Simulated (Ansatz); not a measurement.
Frontier orbitals of BClS (`S=BCl`).

The species carries charge 0 and has multiplicity 1. Geometry: relaxed with PBE0-D4/def2-TZVP. Basis def2-TZVPP, the Gaussian-basis code of Ansatz.

```csv
functional,HOMO (eV),LUMO (eV),gap (eV)
PBE,-7.08,-1.83,5.25
BLYP,-6.88,-1.66,5.22
r2SCAN,-7.35,-1.59,5.76
PBE0,-8.24,-0.93,7.31
LC-ωPBE,-10.90,1.32,12.22
ωB97M-V,-10.33,1.20,11.53
```

Task: What is the vertical ionisation energy at frozen-core CCSD(T)/CBS(def2)? (Estimate.)

Result: The calculation gave: 10.82 eV (T1 of the cation 0.022).

Against PBE, PBE0 changes HOMO and LUMO by −1.16 and +0.91 eV, ωB97M-V by −3.24 and +3.03 eV. A gap of 5.25 eV thus becomes 11.53 eV for the same molecule, so an orbital gap means little without its functional. A positive LUMO is unbound and depends on the basis. −ε(HOMO) differs from that ionisation energy by −3.73 eV with PBE and −0.49 eV with ωB97M-V.

LC-ωPBE has ω = 0.4 bohr⁻¹.
